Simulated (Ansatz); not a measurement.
System (SMILES): [NH2] (NH2), doublet.
Atoms: N1, H2, H3. Bonds: N1-H2, N1-H3.

Basis-set convergence of the harmonic zero-point energy at HF with Ansatz (an electronic-structure program). Each level at its own minimum, finite differences of forces, unscaled; the reference is a large set that could be run, not a limit. All functions are spherical. The program fits the integrals of some runs and decomposes those of others, by size. Open shells are unrestricted. No added dispersion term, no relativity. Reference: the value in def2-QZVPPD, 12.78 kcal/mol. Deviations are taken from unrounded values.

```
basis        functions
-----------  ---------
pcseg-0             13
cc-pVDZ             24
pcseg-1             24
aug-pcseg-1         41
cc-pVTZ             58
pcseg-2             58
aug-pcseg-2         92
cc-pVQZ            115
pcseg-3            126
```

Q: Which is the smallest set listed that can be trusted to 0.2 kcal/mol here, that is, within that of the reference together with its larger relatives (same family, alike in diffuse functions; a set with none to test it counts only in the reference's own line)?

A: The smallest set listed that lies within 0.2 kcal/mol of the reference with all its larger relatives (same family, alike in diffuse functions; a set with none counts only in the reference's own line) is cc-pVDZ (24 functions, -0.03 kcal/mol off), level with pcseg-1. Value minus reference: pcseg-0 -0.52, cc-pVDZ -0.03, pcseg-1 0.03, aug-pcseg-1 -0.03, cc-pVTZ -0.02, pcseg-2 0.00, aug-pcseg-2 0.01, cc-pVQZ -0.01, pcseg-3 -0.01 kcal/mol.
